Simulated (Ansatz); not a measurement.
Stepwise reaction of `[SH][AlH][SH]` with hydrogen, as a gas-phase model of exchange steps in deposition or etching. ΔE in kJ/mol; ΔG adds harmonic PBE0-D4 terms to CCSD(T)/CBS, at 1 bar.

Computed with Ansatz on PBE0-D4/def2-TZVP structures; ΔE is electronic, products minus reactants. CCSD(T)/CBS is the MP2 limit (def2-TZVPP, def2-QZVPP) plus CCSD(T) − MP2 in def2-TZVPP, frozen cores. This one scheme is used for every species. Functionals use def2-TZVPP. B3LYP here is the variant with VWN-RPA as its local correlation; programs differ in this. One conformer a species, not always the lowest.

```
step                                   reaction  PBE-D4  B3LYP-D4  ωB97M-V  CCSD(T)/CBS  ΔG(500 K)
   1  `[SH][AlH][SH]` + H₂ → `[AlH2][SH]` + H₂S    99.3      94.2     94.2         97.9       84.3
```

Problem. Give the row of step 2, `[AlH2][SH]` + H₂ → `[AlH3]` + H₂S. (An estimate is asked.)

Solution. Computed: 
```tsv
step	reaction	PBE-D4	B3LYP-D4	ωB97M-V	CCSD(T)/CBS	ΔG(500 K)
2	`[AlH2][SH]` + H₂ → `[AlH3]` + H₂S	109.1	102.6	103.1	106.5	101.1
```

Problem. By hand: ΔE of the 2 steps together at CCSD(T)/CBS.

Solution. (97.9) + (106.5) = 204.4 kJ/mol, or 102.2 kJ/mol a step.

In ΔE each step is higher than the one before. All are uphill at CCSD(T)/CBS. ΔG lies between 84.3 and 101.1 kJ/mol a step. PBE-D4 differs from CCSD(T)/CBS by 1.4 to 2.6 kJ/mol a step. Isolated molecules leave out the surface, adducts and barriers. Largest T1 diagnostic: 0.011.
